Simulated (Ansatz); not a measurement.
# SiNH5 (singlet): wave-function methods side by side at a displaced geometry (v1), cc-pVDZ

Aim: climb from Hartree-Fock through coupled cluster and multireference methods for SiNH5 (singlet) at one geometry and basis, and see what each rung misses.

Method: cc-pVDZ, core rule «outside noble gas», up to 6 orbitals frozen; program: Ansatz 0.2.0, Gaussian basis.

The runs, in order: UHF; CCSD(T) on RHF; BCCD(T) on RHF; CISD; CCSDT(Q) on RHF; CASSCF and NEVPT2, 8 electrons in 8 orbitals.

11 further runs of the same task are left out: 3 that didn't finish, 8 set aside as unsound or not needed.

## Step 1: The geometry

The geometry is a PBE0/def2-TZVP stationary point (not a proven minimum) with its atoms shifted at random (size 0.040 Å).

7 atoms, charge 0, spin multiplicity 1.

Atoms are counted from 1 here; the program's logs count them from 0.

Bond lengths: Si1–N2 1.732 Å, Si1–H3 1.457 Å, Si1–H4 1.436 Å, Si1–H5 1.557 Å, N2–H6 1.031 Å, N2–H7 1.066 Å. Angles: N2–Si1–H3 105.5°, N2–Si1–H4 108.1°, N2–Si1–H5 111.9°, H3–Si1–H4 110.8°, H3–Si1–H5 112.2°, H4–Si1–H5 108.2°, Si1–N2–H6 121.1°, Si1–N2–H7 118.6°, H6–N2–H7 110.3°.

## Step 2: UHF

File in.yaml:

```yaml
crystal:
  periodic: [false, false, false]
  atoms:
    - {symbol: Si, position_ang: [-0.008332, 0.003716, 0.580675]}
    - {symbol: N, position_ang: [0.056031, -0.012426, -1.149613]}
    - {symbol: H, position_ang: [0.734419, -1.173801, 1.010128]}
    - {symbol: H, position_ang: [0.631640, 1.204754, 1.039931]}
    - {symbol: H, position_ang: [-1.473544, 0.000248, 1.107862]}
    - {symbol: H, position_ang: [-0.242375, -0.841089, -1.685031]}
    - {symbol: H, position_ang: [-0.196620, 0.879021, -1.677521]}
basis:
  gaussian: {orbitals: cc-pVDZ}
magnetization: {spin_polarized: true, initial_magnetization: 0}
hamiltonian: {xc: hf}
output: {orbitals: {seedname: orbitals}}
```

On the command line:

```bash
$ ansatz run in.yaml --threads 1 --pin off --events-out ev --progress --plain --max-ram 2176MiB
```

The runs that follow: CCSD(T) on RHF; BCCD(T) on RHF; CISD; CCSDT(Q) on RHF; CASSCF and NEVPT2, 8 electrons in 8 orbitals.

Before running them: what should the planned runs give, taken together? Wanted: RCCSDT(Q) below the RHF energy; RMP2 from RCCSDT(Q); RCCSD from RCCSDT(Q); RCCSD(T) from RCCSDT(Q); NEVPT2 frontier from RCCSDT(Q); T1 diagnostic.

The runs gave:

| quantity | value |
| --- | --- |
| RCCSDT(Q) below the RHF energy | -8.9052 eV |
| RMP2 from RCCSDT(Q) | +1178.6 meV |
| RCCSD from RCCSDT(Q) | +224.4 meV |
| RCCSD(T) from RCCSDT(Q) | +34.0 meV |
| NEVPT2 frontier from RCCSDT(Q) | +1374.5 meV |
| levels within 1 kcal/mol (43 meV) | RCCSD(T), BCCD(T), RCCSDT |
| T1 diagnostic | 0.010 |

In words: RCCSD(T) lands +34.0 meV from the yardstick (0.4 % of the correlation energy). These misses are within one basis, not against nature.
